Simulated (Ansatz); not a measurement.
# Lattice constant a of some cubic bcc solids

Method: PBE0 (Ansatz, a first-principles code, PAW). References are measured values corrected to a static lattice.

Values in Å.

```json
[
 {"solid": "bcc Mo", "reference": "3.141", "PBE0": "3.138", "error (%)": "-0.10"},
 {"solid": "bcc Ba", "reference": "4.995¶", "PBE0": "?", "error (%)": "?"},
 {"solid": "bcc Na", "reference": "4.214", "PBE0": "4.226", "error (%)": "+0.28"},
 {"solid": "antiferromagnetic bcc Cr", "reference": "2.877", "PBE0": "3.045", "error (%)": "+5.84"},
 {"solid": "bcc Nb", "reference": "3.294", "PBE0": "3.301", "error (%)": "+0.21"},
 {"solid": "bcc Fe", "reference": "2.853", "PBE0": "2.910", "error (%)": "+2.00"},
 {"solid": "bcc V", "reference": "3.021", "PBE0": "2.962", "error (%)": "-1.95"},
 {"solid": "bcc Rb", "reference": "5.576¶", "PBE0": "5.734", "error (%)": "+2.83"},
 {"solid": "bcc Li", "reference": "3.449¶", "PBE0": "3.464", "error (%)": "+0.43"},
 {"solid": "bcc Ta", "reference": "3.299", "PBE0": "3.310", "error (%)": "+0.33"},
 {"solid": "bcc Cs", "reference": "6.039¶", "PBE0": "6.270", "error (%)": "+3.83"},
 {"solid": "bcc K", "reference": "5.212¶", "PBE0": "5.336", "error (%)": "+2.38"},
 {"solid": "bcc W", "reference": "3.16", "PBE0": "3.165", "error (%)": "+0.16"}
]
```

Task: Estimate the withheld PBE0 value.

Result: The errors of the other rows run from -1.95 % to +5.84 %, with a median of +0.38 %; carried to the reference 4.995 it gives 5.014 Å. The run gives 5.137 Å (+2.84 %), +2.45 % from the estimate; the row was drawn at random, and such an estimate is rough. Over these 13 solids the mean error is +1.47 %, the mean absolute error 1.78 % (median 1.95 %), and the worst case antiferromagnetic bcc Cr at +5.84 %; the value is above the reference in 11 of 13 cases.

All these references are brought to a static lattice.

Spin–orbit coupling is left out, also for the solids with elements from indium on (bcc Ba, bcc Ta, bcc Cs, bcc W); its size isn't shown.

¶ marks references of a special kind: bcc Ba, 4.995 Å (measured, low-temperature or extrapolated to 0 K; zero-point anharmonic expansion removed, our sources range from 4.995 to 5.004; as tabulated in Csonka et al. (2009), arXiv:0903.4037); bcc Rb, 5.576 Å (measured, low-temperature or extrapolated to 0 K; zero-point anharmonic expansion removed; as tabulated in Csonka et al. (2009), arXiv:0903.4037); bcc Li, 3.449 Å (measured, low-temperature or extrapolated to 0 K; zero-point anharmonic expansion removed, our sources range from 3.443 to 3.453; as tabulated in Csonka et al. (2009), arXiv:0903.4037); bcc Cs, 6.039 Å (measured, low-temperature or extrapolated to 0 K; zero-point anharmonic expansion removed; as tabulated in Csonka et al. (2009), arXiv:0903.4037); bcc K, 5.212 Å (measured, low-temperature or extrapolated to 0 K; zero-point anharmonic expansion removed; as tabulated in Csonka et al. (2009), arXiv:0903.4037).

Exact exchange on metals is sensitive to the k mesh.

Differences are worked out from the printed values.

Caveats: the cell is over a tenth larger than the published one (another phase or state, or a fault of the published cell, is possible) (antiferromagnetic bcc Cr); the commensurate order stands in for chromium's spin-density wave, and the size of the moments varies much between levels (antiferromagnetic bcc Cr). Ansatz's density-functional and Hartree–Fock values are scalar-relativistic unless marked +SOC, with PAW data made under PBE.

Ansatz's runs of these crystals have no spin polarisation, but for antiferromagnetic bcc Cr, bcc Fe. Meta-GGAs and exact exchange favour moments, which can bear on antiferromagnetic bcc Cr, bcc Fe, bcc V.

Density-functional runs with spin start from opposed moments for antiferromagnetic bcc Cr, parallel moments for bcc Fe.

Not in this set, of the bcc solids with a reference value in our tables and a result at some level: 3 for a high-temperature or high-pressure phase. These can be a level's best or worst cases. Solids without a released value at any level aren't counted. Layered and molecular crystals are counted apart. The metals Ce to Yb are counted apart.

References as tabulated in Mejia-Rodriguez and Trickey (2018), arXiv:1807.09216; Csonka et al. (2009), arXiv:0903.4037; Levämäki et al. (2014), arXiv:1402.3671.
